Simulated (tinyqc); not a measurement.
The basis set: RHF and MP2 along a ladder of basis sets, for LiH, spin multiplicity 1. Computed by the program tinyqc with PySCF. Command: `OMP_NUM_THREADS=1 python tinyqc.py 113800 113801 out.jsonl`; one thread of a shared host (Intel(R) Xeon(R) Processor @ 2.60GHz), about 0.9 s.

Geometry (angstrom):
```
atom,x,y,z
Li,0.0000,0.0000,0.0000
H,0.0000,0.0000,1.5090
```

Same geometry throughout; the dipole is taken about the origin.

RHF and frozen-core MP2 in a ladder of bases:
```
basis,functions,E(RHF) (hartree),E(MP2 corr) (hartree),HOMO (eV),LUMO (eV),dipole (debye)
sto-3g,6,-7.86338,-0.01203,-7.969,2.148,4.839
3-21g,11,-7.92745,-0.01229,-8.258,0.138,5.714
6-31g,11,-7.97721,-0.01217,-8.310,0.305,5.757
6-31g**,19,-7.97928,-0.02045,-8.294,0.307,5.720
cc-pvdz,19,-7.98206,-0.02255,-8.305,0.086,5.766
cc-pvtz,44,-7.98532,-0.02735,-8.325,0.041,5.783
```

From cc-pVDZ to cc-pVTZ the RHF energy falls by 3.3 mhartree and the correlation energy by 4.8. If valence correlation converges as X^-3, (27 E(T) - 8 E(D))/19 gives -0.0294 hartree, a rough estimate from such small X that usually falls short; STO-3G holds about 41 % of it. Beyond STO-3G the LUMO moves by 0.3 eV and the HOMO by 0.1 eV.
